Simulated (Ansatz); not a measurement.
**BSF: energies up the ladder**

An exercise on one series of results from a longer session: the logs are not shown, and one member is left open.

Computed with Ansatz 0.2.0 (the levels named in each step, unless a step's input says otherwise).

**Starting point**

Bond lengths: F1–B2 1.286 Å, B2–S3 1.604 Å. Angles: F1–B2–S3 180.0°.

Coordinates:

```xyz
3

F     0.0000    0.0000   -1.3916
B     0.0000    0.0000   -0.1061
S     0.0000    0.0000    1.4976
```

The first run:

input.yaml reads:

```yaml
crystal:
  periodic: [false, false, false]
  atoms:
    - { symbol: F, position_ang: [0.0, 0.0, -1.38823534] }
    - { symbol: B, position_ang: [0.0, 0.0, -0.11042841] }
    - { symbol: S, position_ang: [0.0, 0.0, 1.49866375] }
basis:
  gaussian: { orbitals: def2-TZVPP }
hamiltonian:
  xc: pbe0
  dispersion: d4
phonons: {}
```

Started as:

```sh
$ ansatz run input.yaml --threads 2 --pin off --max-ram 5120MiB --backend cpu --events-out ev --progress --plain --runs-dir out
```

Among the steps run: Frequencies, PBE0-D4/def2-TZVPP; Single point, PBE-D4/def2-TZVPP; Single point, r2SCAN-D4/def2-TZVPP; Single point, B3LYP-D4/def2-TZVPP; Single point, wB97M-V/def2-TZVPP; Single point, B2PLYP/def2-TZVPP; Single point, LDA/def2-TZVPP; Single point, PBE0-D4/def2-SVP; Single point, PBE-D4/def2-SVP; Single point, CCSD(T)/def2-TZVPP; Single point, CCSD(T)/def2-QZVPP; The cation of multiplicity 2 at the same geometry, PBE0-D4/def2-TZVPP; The cation of multiplicity 2 at the same geometry, PBE-D4/def2-TZVPP; The cation of multiplicity 2 at the same geometry, r2SCAN-D4/def2-TZVPP; The cation of multiplicity 2 at the same geometry, B3LYP-D4/def2-TZVPP; The cation of multiplicity 2 at the same geometry, wB97M-V/def2-TZVPP; The cation of multiplicity 2 at the same geometry, B2PLYP/def2-TZVPP; The cation of multiplicity 2 at the same geometry, CCSD(T)/def2-TZVPP; The cation of multiplicity 2 at the same geometry, CCSD(T)/def2-QZVPP.

One table of the session follows, with a row left open; its other results are not shown here.

It belongs to the step «Vertical ionisation energy». 

```
               level  vertical ionisation energy (eV)
   PBE-D4/def2-TZVPP                           10.972
r2SCAN-D4/def2-TZVPP                           10.976
 B3LYP-D4/def2-TZVPP                           11.013
  wB97M-V/def2-TZVPP                           10.929
   B2PLYP/def2-TZVPP                                ?
  CCSD(T)/def2-TZVPP                           10.966
  CCSD(T)/def2-QZVPP                           11.071
         CCSD(T)/CBS                           11.153
```

**Question.** Estimate the row for B2PLYP/def2-TZVPP.

**Answer.** vertical ionisation energy (eV): 10.963. In the column «vertical ionisation energy (eV)» it lies between wB97M-V/def2-TZVPP (10.929) and CCSD(T)/def2-TZVPP (10.966).
